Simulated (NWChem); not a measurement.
An input for AlCl (aluminium monochloride)

AlCl: 2 atoms, total charge 0, spin state singlet. As SMILES, `[Al][Cl]`. Geometry: the measured bond length.

```xyz
2

Al    0.0000    0.0000    0.0000
Cl    0.0000    0.0000    2.1301
```

Settings wanted:

```json
{
  "task": "gradient",
  "method": "MP2",
  "basis set": "6-311G**",
  "reference": "RHF",
  "relativity": "none",
  "frozen core orbitals": "10",
  "SCF convergence threshold": "1e-08",
  "iteration cap": "80",
  "symmetry": "none",
  "module": "mp2",
  "d and f functions": "spherical"
}
```

Question: Give an NWChem 7.3.0 job that does this.

Answer: One that was run (others would do as well):

a.nw:
```
start a
title "AlCl mp2"
memory total 2200 mb

geometry units angstrom noautosym nocenter noautoz
  Al    0.000000    0.000000    0.000000
  Cl    0.000000    0.000000    2.130113
end

basis spherical bse
  * library 6-311G**
end

scf
  nopen 0
  rhf
  thresh 1e-08
  maxiter 80
  print low
end

mp2
  freeze core 10
  tight
end

task mp2 gradient
```

```bash
$ nwchem a.nw > a.out
```

Calculated total energy: -701.66927 Eh, largest force 0.086 eV/Å.
